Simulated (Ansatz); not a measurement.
Born–Oppenheimer molecular dynamics of C2H7Al (10 atoms, charge 0, multiplicity 1). It starts from a relaxed structure.

The calculation used Ansatz 0.2.0, RHF/6-31G*.

```
ensemble        : NVT, Nosé–Hoover chain
time step       : 1 fs
steps asked     : 100
set temperature : 1000 K
thermostat      : time constant 100 fs, chain length 3 (defaults)
seed            : 715524
```

First frame:

```xyz
10
Properties=species:S:1:pos:R:3
Al -0.009 -0.005 0.003
C 0.008 -0.007 1.979
H -0.952 -0.278 2.412
H 0.756 -0.690 2.377
H 0.262 0.981 2.364
H 1.381 0.004 -0.775
C -1.704 0.000 -1.014
H -2.282 -0.904 -0.821
H -2.341 0.833 -0.721
H -1.554 0.065 -2.088
```

How far do the bonds stretch over the last three quarters of this one trajectory? (Pairs bonded in most of those frames.)


| bond | mean (Å) | spread (Å) | shortest | longest |
| --- | --- | --- | --- | --- |
| Al1–C2 | 1.969 | 0.051 | 1.90 | 2.06 |
| Al1–H6 | 1.610 | 0.063 | 1.51 | 1.71 |
| Al1–C7 | 1.967 | 0.065 | 1.87 | 2.07 |
| C2–H3 | 1.103 | 0.055 | 1.02 | 1.19 |
| C2–H4 | 1.100 | 0.051 | 1.02 | 1.18 |
| C2–H5 | 1.094 | 0.023 | 1.05 | 1.14 |
| C7–H8 | 1.101 | 0.060 | 1.01 | 1.18 |
| C7–H9 | 1.094 | 0.026 | 1.05 | 1.13 |
| C7–H10 | 1.090 | 0.031 | 1.03 | 1.16 |

Mean temperature of the second half: 646 K. The conserved energy stayed within 3.5 meV per atom of its start (net change 2.4 meV per atom), so there is no drift, though single steps change it by up to 22 meV in the whole system, a sign of fast motions only just resolved. The mean temperature of the second half is 35 % below the set value. A run of 0.1 ps of so small a system gives no equilibrium averages.

Run time: 69 s on 1 thread of Arm Neoverse V2 (shared host), peak memory 0.1 GiB.
